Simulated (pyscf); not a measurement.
Optimised with ωB97X-D3(BJ)/def2-SVP in PySCF.

Problem. For `[SiH3][Si]([SiH3])=[Si]([SiH3])[SiH3]` + `[H][H]` → `[SiH3][SiH]([SiH3])[SiH]([SiH3])[SiH3]`, an addition across a multiple bond or ene-type step (singlet surface; H–H broken, H–Si, H–Si formed), PBE/def2-TZVP gives ΔE‡ = 23.4 kcal/mol and ΔE = -36.7 kcal/mol (zero: the separated reactants). In which direction and how far do B3LYP-D3(BJ)/def2-TZVP, M06-2X/def2-TZVP, ωB97M-D3(BJ)/def2-TZVP move these?

Solution. B3LYP-D3(BJ): ΔE‡ = 28.1 kcal/mol, ΔE = -40.0 kcal/mol; M06-2X: ΔE‡ = 26.5 kcal/mol, ΔE = -41.5 kcal/mol; ωB97M-D3(BJ): ΔE‡ = 24.2 kcal/mol, ΔE = -43.9 kcal/mol. PBE's barrier lies under all of them, by 0.9 to 4.7 kcal/mol. Its reaction energy lies over all of them, by 3.3 to 7.2 kcal/mol. At the saddle there is also a short H–Si contact that neither side keeps. H₃Si–Si(SiH₃)=Si(SiH₃)–SiH₃ lies 24.1 kcal/mol over its isomer cyclic H₁₂Si₆ (SMILES [SiH3][SiH2][SiH]1[SiH2][SiH2][SiH2]1), and others may lie lower still (electronic energy, ωB97M-D3(BJ)). This is the saddle that the search found; another between the same sides may lie lower.
